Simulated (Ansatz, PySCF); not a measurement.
Gas-phase enthalpy of formation at 298 K, by the atomisation route, of CSC (SMILES; C2H6S, methylsulfanylmethane). Each molecule is optimised on its own at B3LYP-D3(BJ)/def2-TZVP (Ansatz, a quantum-chemistry and plane-wave program). Correlated levels leave the core frozen unless marked. UHF or UKS for open shells. Spin-orbit coupling is left out. Non-relativistic. CBS marks a two-point X^-3 extrapolation of the correlation energy; Hartree-Fock from the larger set. [CCSD(T)-MP2]/basis is that difference in the basis named. Thermal terms are rigid-rotor harmonic-oscillator values from B3LYP-D3(BJ) frequencies (PySCF) at 298.15 K and 1 atm. 1 Eh = 627.5095 kcal/mol.

| species | count | E, RI-MP2/CBS(aug-cc-pV(T+d)Z,aug-cc-pV(Q+d)Z)+[CCSD(T)-MP2]/aug-cc-pV(T+d)Z (Ansatz) (Eh) | E, PBE/def2-TZVPD (Ansatz) (Eh) | measured ΔHf at 0 K (kcal/mol) | H(298) - H(0) of the element (kcal/mol) |
|---|---|---|---|---|---|
| CSC | 1 | -477.48489 | -477.76555 | - | - |
| C atom | 2 | -37.79159 | -37.79605 | 169.98 | 0.25 |
| H atom | 6 | -0.49995 | -0.49962 | 51.63 | 1.01 |
| S atom | 1 | -397.67698 | -397.93910 | 65.66 | 1.05 |

Molecule: zero-point energy 47.33, H(298) - H(0) 3.65 kcal/mol. The route leaves out scalar relativity and anharmonic zero-point terms, the atoms' spin-orbit terms, and in the frozen-core level the core correlation. Atomic data: G2/97 table in ASE.

Problem. Work out De, D0 and ΔHf at 0 and 298 K at both levels, and their errors against the measured value.

Solution. 
The atoms' values sum to 715.40 (0 K) and 7.61 (thermal), in kcal/mol.
- RI-MP2/CBS(aug-cc-pV(T+d)Z,aug-cc-pV(Q+d)Z)+[CCSD(T)-MP2]/aug-cc-pV(T+d)Z: De = 768.72; D0 = 768.72 - 47.33 = 721.39; ΔHf(0 K) = 715.40 - 721.39 = -5.99; ΔHf(298 K) = -5.99 + 3.65 - 7.61 = -9.95; error -1.0.
- PBE/def2-TZVPD: De = 776.00; D0 = 776.00 - 47.33 = 728.67; ΔHf(0 K) = 715.40 - 728.67 = -13.27; ΔHf(298 K) = -13.27 + 3.65 - 7.61 = -17.23; error -8.3.
Measured: -8.9 kcal/mol (G2/97 table in ASE (Curtiss et al.)). This is an older compilation, not checked against later work.
